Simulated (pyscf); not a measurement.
Single points on ωB97X-D3(BJ)/def2-SVP structures (PySCF, gas phase). MP2 and CC: frozen core, UHF for open shells. ΔMP2 is the change of the MP2 total energy from the triple- to the quadruple-zeta basis.

Problem. What is the homolytic dissociation enthalpy (298 K, CCSD(T)/def2-TZVPP + ΔMP2(QZVPP)) of the H–Sb bond of HO–SbH–OH (SMILES [OH][SbH][OH]), to HO–Sb•–OH + H•?

Solution. H–Sb to HO–Sb•–OH + H•: 2.87 eV. Other isomers of HO–Sb•–OH were not searched in full and may lie lower. The CCSD(T) − MP2 part came from Ansatz, without density fitting, on the same reference. The frozen core leaves the outer d or s,p core shells of the metals and heavy elements correlated in the MP2 and CC values, and def2-TZVPP describes them poorly, which can shift differences by a few kcal/mol. Elements past Kr carry the def2 core potentials, without spin-orbit coupling.
